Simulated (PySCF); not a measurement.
**HNO2 (nitrous acid): levels of theory compared**

Aim: a comparison of 6 runs (B3LYP/def2-TZVP, BHLYP/def2-TZVP, BLYP/def2-TZVP, PBE0/def2-TZVP, r2SCAN/def2-TZVP, wB97X/def2-TZVP) of HNO2 (nitrous acid). 

The calculation is run with PySCF 2.14.0.

1 further run of the same task is left out (set aside as unsound or not needed).

## (1) The structure to begin with

The species is HNO2 (4 atoms), meant as a singlet with charge 0. As SMILES, `O=NO`. The shape is that of a PBE0-D4/def2-TZVP optimisation.

Bond lengths: O1–N2 1.162 Å, N2–O3 1.397 Å, O3–H4 0.967 Å. Angles: O1–N2–O3 111.2°, N2–O3–H4 102.9°.

## (2) The energy at B3LYP/def2-TZVP (run 1)

Contents of calc.py:

```python
from pyscf import gto, dft

mol = gto.Mole()
mol.atom = [
    ('O', (0.413650, 0.047230, 1.437260)),
    ('N', (0.320150, -0.419400, 0.377370)),
    ('O', (-0.362650, 0.434660, -0.492650)),
    ('H', (-0.371140, -0.062490, -1.321980)),
]
mol.verbose = 3
mol.charge = 0
mol.basis = 'def2-tzvp'
mol.max_memory = 1860
mol.build()

mf = dft.RKS(mol)
mf.xc = 'b3lyp'
mf.conv_tol = 1e-10
mf.grids.level = 5
mf.kernel()
if not mf.converged:
    mf = mf.newton().run(mf.mo_coeff, mf.mo_occ)

etot = mf.e_tot
print('E(%s) = %.9f' % ('B3LYP', etot))
```

Launch:

```bash
OMP_NUM_THREADS=1 python calc.py
```

Standard output:

```text
converged SCF energy = -205.795378104628
E(B3LYP) = -205.795378105
```

Wall time 11 s (1 thread of Arm Neoverse V1, shared host); peak memory 0.48 GiB.

## (3) A single-point energy at BHLYP/def2-TZVP (run 2)

Contents of calc.py:

```python
from pyscf import gto, dft

mol = gto.Mole()
mol.atom = '''
O        0.413650       0.047230       1.437260
N        0.320150      -0.419400       0.377370
O       -0.362650       0.434660      -0.492650
H       -0.371140      -0.062490      -1.321980
'''
mol.charge = 0
mol.basis = 'def2-tzvp'
mol.max_memory = 1860
mol.verbose = 4
mol.build()

mf = dft.RKS(mol)
mf.xc = 'bhandhlyp'
mf.conv_tol = 1e-10
mf.grids.level = 5
mf.kernel()
if not mf.converged:
    mf = mf.newton().run(mf.mo_coeff, mf.mo_occ)

e_tot = mf.e_tot
print(f'total energy: {e_tot:.8f} hartree')
```

Launch:

```bash
OMP_NUM_THREADS=1 python calc.py
```

Standard output:

```text
PySCF version 2.14.0

[INPUT] num. atoms = 4
[INPUT] num. electrons = 24
[INPUT] charge = 0
[INPUT] spin (= nelec alpha-beta = 2S) = 0
[INPUT] symmetry False subgroup None
[INPUT] Mole.unit = angstrom
[INPUT] Symbol           X                Y                Z      unit          X                Y                Z       unit  Magmom
[INPUT]  1 O      0.413650000000   0.047230000000   1.437260000000 AA    0.781685211426   0.089251764863   2.716027769792 Bohr   0.0
[INPUT]  2 N      0.320150000000  -0.419400000000   0.377370000000 AA    0.604995818780  -0.792551136643   0.713125947627 Bohr   0.0
[INPUT]  3 O     -0.362650000000   0.434660000000  -0.492650000000 AA   -0.685309179074   0.821388357303  -0.930973575267 Bohr   0.0
[INPUT]  4 H     -0.371140000000  -0.062490000000  -1.321980000000 AA   -0.701352953871  -0.118088985524  -2.498180142153 Bohr   0.0

nuclear repulsion = 70.5538671393817
number of shells = 37
number of NR pGTOs = 146
number of NR cGTOs = 99
basis = def2-tzvp
ecp = {}

******** <class 'pyscf.dft.rks.RKS'> ********
method = RKS
initial guess = minao
damping factor = 0
level_shift factor = 0
DIIS = <class 'pyscf.scf.diis.CDIIS'>
diis_start_cycle = 1
diis_space = 8
diis_damp = 0
SCF conv_tol = 1e-10
SCF conv_tol_grad = None
SCF max_cycles = 50
direct_scf = True
direct_scf_tol = 1e-13
XC library pyscf.dft.libxc version 7.0.0
    S. Lehtola, C. Steigemann, M. J.T. Oliveira, and M. A.L. Marques.,  SoftwareX 7, 1–5 (2018)
XC functionals = bhandhlyp
    Defined through Gaussian implementation.
radial grids:
    Treutler-Ahlrichs [JCP 102, 346 (1995); DOI:10.1063/1.469408] (M4) radial grids

becke partition: Becke, JCP 88, 2547 (1988); DOI:10.1063/1.454033
pruning grids: <function nwchem_prune>
grids dens level: 5
symmetrized grids: False
atomic radii adjust function: <function treutler_atomic_radii_adjust>
small_rho_cutoff = 0
Set gradient conv threshold to 1e-05
Initial guess from minao.
tot grids = 151616
init E= -206.079352762696
  HOMO = -0.296007222224574  LUMO = -0.0967774333512565  gap/eV = 5.42132
cycle= 1 E= -205.53622923823  delta_E= 0.543  |g|= 0.886  |ddm|= 1.82
  HOMO = -0.31662178791931  LUMO = -0.0722415523309579  gap/eV = 6.64992
cycle= 2 E= -205.369722154915  delta_E= 0.167  |g|= 1.37  |ddm|= 0.964
  HOMO = -0.360694983376042  LUMO = -0.0390146843982535  gap/eV = 8.75337
cycle= 3 E= -205.674293012331  delta_E= -0.305  |g|= 0.101  |ddm|= 0.586
  HOMO = -0.357826908280224  LUMO = -0.0289265678277104  gap/eV = 8.94983
cycle= 4 E= -205.674918440519  delta_E= -0.000625  |g|= 0.087  |ddm|= 0.0872
  HOMO = -0.360256625051733  LUMO = -0.0296438152173977  gap/eV = 8.99643
cycle= 5 E= -205.676255840648  delta_E= -0.00134  |g|= 0.00848  |ddm|= 0.0481
  HOMO = -0.360771836351532  LUMO = -0.0289141535249371  gap/eV = 9.03031
cycle= 6 E= -205.676290758822  delta_E= -3.49e-05  |g|= 0.00267  |ddm|= 0.0115
  HOMO = -0.360614350403971  LUMO = -0.0285859235511907  gap/eV = 9.03495
cycle= 7 E= -205.6762957781  delta_E= -5.02e-06  |g|= 0.000933  |ddm|= 0.00564
  HOMO = -0.360827172202669  LUMO = -0.0287769468875183  gap/eV = 9.03555
cycle= 8 E= -205.67629610726  delta_E= -3.29e-07  |g|= 0.000256  |ddm|= 0.00146
  HOMO = -0.360782141510398  LUMO = -0.0287173591851584  gap/eV = 9.03594
cycle= 9 E= -205.676296129972  delta_E= -2.27e-08  |g|= 4.95e-05  |ddm|= 0.000346
  HOMO = -0.360784373203131  LUMO = -0.0287198669478812  gap/eV = 9.03594
cycle= 10 E= -205.676296130637  delta_E= -6.65e-10  |g|= 8.89e-06  |ddm|= 5.07e-05
  HOMO = -0.36078405209436  LUMO = -0.0287200564703625  gap/eV = 9.03592
cycle= 11 E= -205.676296130669  delta_E= -3.2e-11  |g|= 3.1e-06  |ddm|= 1.49e-05
  HOMO = -0.360784077571147  LUMO = -0.0287198357074985  gap/eV = 9.03593
Extra cycle  E= -205.676296130668  delta_E= 7.39e-13  |g|= 4.18e-06  |ddm|= 4.18e-06
converged SCF energy = -205.676296130668
total energy: -205.67629613 hartree
```

Run time: 11 s. Hardware: 1 thread of Arm Neoverse V1, shared host; peak memory 0.48 GiB.

Run 3 isn't shown in full; the table further down has it.

## (4) The energy at PBE0/def2-TZVP (run 4)

Contents of input.xyz:

```xyz
4
HNO2
O      0.413650     0.047230     1.437260
N      0.320150    -0.419400     0.377370
O     -0.362650     0.434660    -0.492650
H     -0.371140    -0.062490    -1.321980
```

Contents of run.py:

```python
from pyscf import gto, dft

molecule = gto.M(
    atom='input.xyz',
    basis='def2-tzvp',
    max_memory=1860,
    verbose=4,
)

mf = dft.RKS(molecule)
mf.xc = 'pbe0'
mf.conv_tol = 1e-10
mf.grids.level = 5
mf.kernel()
if not mf.converged:
    mf = mf.newton().run(mf.mo_coeff, mf.mo_occ)

etot = mf.e_tot
print('E(%s) = %.9f' % ('PBE0', etot))
```

Launch:

```bash
OMP_NUM_THREADS=1 python run.py
```

Standard output:

```text
PySCF version 2.14.0

[INPUT] num. atoms = 4
[INPUT] num. electrons = 24
[INPUT] charge = 0
[INPUT] spin (= nelec alpha-beta = 2S) = 0
[INPUT] symmetry False subgroup None
[INPUT] Mole.unit = angstrom
[INPUT] Symbol           X                Y                Z      unit          X                Y                Z       unit  Magmom
[INPUT]  1 O      0.413650000000   0.047230000000   1.437260000000 AA    0.781685211426   0.089251764863   2.716027769792 Bohr   0.0
[INPUT]  2 N      0.320150000000  -0.419400000000   0.377370000000 AA    0.604995818780  -0.792551136643   0.713125947627 Bohr   0.0
[INPUT]  3 O     -0.362650000000   0.434660000000  -0.492650000000 AA   -0.685309179074   0.821388357303  -0.930973575267 Bohr   0.0
[INPUT]  4 H     -0.371140000000  -0.062490000000  -1.321980000000 AA   -0.701352953871  -0.118088985524  -2.498180142153 Bohr   0.0

nuclear repulsion = 70.5538671393817
number of shells = 37
number of NR pGTOs = 146
number of NR cGTOs = 99
basis = def2-tzvp
ecp = {}

******** <class 'pyscf.dft.rks.RKS'> ********
method = RKS
initial guess = minao
damping factor = 0
level_shift factor = 0
DIIS = <class 'pyscf.scf.diis.CDIIS'>
diis_start_cycle = 1
diis_space = 8
diis_damp = 0
SCF conv_tol = 1e-10
SCF conv_tol_grad = None
SCF max_cycles = 50
direct_scf = True
direct_scf_tol = 1e-13
XC library pyscf.dft.libxc version 7.0.0
    S. Lehtola, C. Steigemann, M. J.T. Oliveira, and M. A.L. Marques.,  SoftwareX 7, 1–5 (2018)
XC functionals = pbe0
radial grids:
    Treutler-Ahlrichs [JCP 102, 346 (1995); DOI:10.1063/1.469408] (M4) radial grids

becke partition: Becke, JCP 88, 2547 (1988); DOI:10.1063/1.454033
pruning grids: <function nwchem_prune>
grids dens level: 5
symmetrized grids: False
atomic radii adjust function: <function treutler_atomic_radii_adjust>
small_rho_cutoff = 0
Set gradient conv threshold to 1e-05
[... 1 set-up line as earlier in the session ...]
tot grids = 151616
init E= -205.997809487983
  HOMO = -0.290403217777438  LUMO = -0.111885391095917  gap/eV = 4.85772
cycle= 1 E= -205.433258734603  delta_E= 0.565  |g|= 0.91  |ddm|= 1.81
  HOMO = -0.235762988945162  LUMO = -0.0885070972372475  gap/eV = 4.00704
cycle= 2 E= -205.021989887255  delta_E= 0.411  |g|= 1.82  |ddm|= 1.17
  HOMO = -0.293205344404541  LUMO = -0.0776498205548677  gap/eV = 5.86556
cycle= 3 E= -205.571449104304  delta_E= -0.549  |g|= 0.181  |ddm|= 0.813
  HOMO = -0.295356199655956  LUMO = -0.0757330189805216  gap/eV = 5.97625
cycle= 4 E= -205.573102593555  delta_E= -0.00165  |g|= 0.15  |ddm|= 0.163
  HOMO = -0.29982717325327  LUMO = -0.0793065373958797  gap/eV = 6.00067
cycle= 5 E= -205.577182754528  delta_E= -0.00408  |g|= 0.0129  |ddm|= 0.0848
  HOMO = -0.297367082410631  LUMO = -0.0760050359102635  gap/eV = 6.02357
cycle= 6 E= -205.57721493441  delta_E= -3.22e-05  |g|= 0.00366  |ddm|= 0.0121
  HOMO = -0.298028204963416  LUMO = -0.0766382161804344  gap/eV = 6.02433
cycle= 7 E= -205.577217439082  delta_E= -2.5e-06  |g|= 0.000602  |ddm|= 0.0029
  HOMO = -0.298014665114401  LUMO = -0.0766018047659571  gap/eV = 6.02495
cycle= 8 E= -205.577217541713  delta_E= -1.03e-07  |g|= 0.000105  |ddm|= 0.000719
  HOMO = -0.298021491089017  LUMO = -0.0766075031586411  gap/eV = 6.02498
cycle= 9 E= -205.577217544892  delta_E= -3.18e-09  |g|= 1.73e-05  |ddm|= 0.000142
  HOMO = -0.298020801140282  LUMO = -0.0766066074292056  gap/eV = 6.02499
cycle= 10 E= -205.577217545004  delta_E= -1.13e-10  |g|= 5.84e-06  |ddm|= 2.82e-05
  HOMO = -0.298020893885372  LUMO = -0.0766067282851139  gap/eV = 6.02499
cycle= 11 E= -205.577217545012  delta_E= -8.3e-12  |g|= 6.91e-07  |ddm|= 4.88e-06
  HOMO = -0.29802085628824  LUMO = -0.0766067518571276  gap/eV = 6.02498
Extra cycle  E= -205.577217545011  delta_E= 1.02e-12  |g|= 1.24e-06  |ddm|= 1.01e-06
converged SCF energy = -205.577217545011
E(PBE0) = -205.577217545
```

Wall time 12 s (1 thread of Arm Neoverse V1, shared host); peak memory 0.48 GiB.

Run 5 isn't shown in full; the table further down has it.

## (5) The energy at wB97X/def2-TZVP (run 6)

Contents of run.py:

```python
# nitrous acid
from pyscf import gto, dft

system = gto.Mole()
system.atom = '''
O    0.413650   0.047230   1.437260
N    0.320150  -0.419400   0.377370
O   -0.362650   0.434660  -0.492650
H   -0.371140  -0.062490  -1.321980
'''
system.charge = 0
system.basis = 'def2-tzvp'
system.max_memory = 1860
system.spin = 0
system.verbose = 3
system.build()

calc0 = dft.RKS(system)
calc0.xc = 'wb97x'
calc0.grids.level = 5
calc0.conv_tol = 1e-10
calc0.kernel()
if not calc0.converged:
    calc0 = calc0.newton().run(calc0.mo_coeff, calc0.mo_occ)

etot = calc0.e_tot
print('Final energy', etot)
```

Launch:

```bash
OMP_NUM_THREADS=1 python run.py
```

Standard output:

```text
converged SCF energy = -205.741658081252
Final energy -205.7416580812522
```

Wall time 19 s (1 thread of Arm Neoverse V1, shared host); peak memory 0.48 GiB.

## (6) Overview of the runs

```tsv
run	level	energy (Eh)	dipole moment (D)	HOMO energy (eV)	LUMO energy (eV)	wall time
1	B3LYP/def2-TZVP	-205.795378	2.20	-7.91	-2.45	11 s
2	BHLYP/def2-TZVP	-205.676296	2.28	-9.82	-0.78	11 s
3	BLYP/def2-TZVP	-205.782580	2.13	-6.40	-3.24	11 s
4	PBE0/def2-TZVP	-205.577218	2.20	-8.11	-2.08	12 s
5	r2SCAN/def2-TZVP	-205.698517	2.19	-6.76	-3.17	30 s
6	wB97X/def2-TZVP	-205.741658	2.23	-10.63	0.37	19 s
```

## (7) Outcome

```
            quantity          value
 run 6: total energy  -205.74166 Eh
run 6: dipole moment         2.23 D
  run 6: HOMO energy      -10.63 eV
  run 6: LUMO energy        0.37 eV
run 6: HOMO–LUMO gap       11.01 eV
```

The dipole moment (its size) runs from 2.13 D (BLYP/def2-TZVP) to 2.28 D (BHLYP/def2-TZVP). The HOMO–LUMO gap runs from 3.16 eV (BLYP/def2-TZVP) to 11.01 eV (wB97X/def2-TZVP). Totals of different functionals can't be ranked against each other. All runs together took 94 s, the longest 30 s.
